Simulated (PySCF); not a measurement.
**Carbon: a sound run and one with changed settings**

Sound run: C [He] 2s2 2p2, C⁺ [He] 2s2 2p1. Calculation: PySCF 2.14, in def2-TZVP (5s3p2d1f, 31 functions); no relativity, point nucleus. The sound run starts from symmetry-adapted Hartree-Fock orbitals and uses a fine grid where one is needed.

Changed run: radial step 1.2 in ln r (0.13 in the sound run). This setting is unsound on purpose.

| species | method | sound run (hartree) | changed run (hartree) | converged |
| --- | --- | --- | --- | --- |
| C | UHF | -37.69248 | -37.69248 | yes |
| C | TPSS | -37.86460 | -37.77929 | yes |
| C | PBE | -37.79597 | -37.73850 | yes |
| C⁺ | UHF | -37.29554 | -37.29554 | yes |
| C⁺ | TPSS | -37.44382 | -37.35617 | yes |
| C⁺ | PBE | -37.37216 | -37.30415 | yes |

Ionisation energy of C:

```csv
method,sound run (eV),changed run (eV)
UHF,10.801,10.801
TPSS,11.450,11.513
PBE,11.532,11.819
```

A coarse radial grid mis-integrates the density and the exchange-correlation energy, with errors of either sign; Hartree-Fock needs no grid.

For comparison, NIST gives 11.260 eV between the lowest levels.
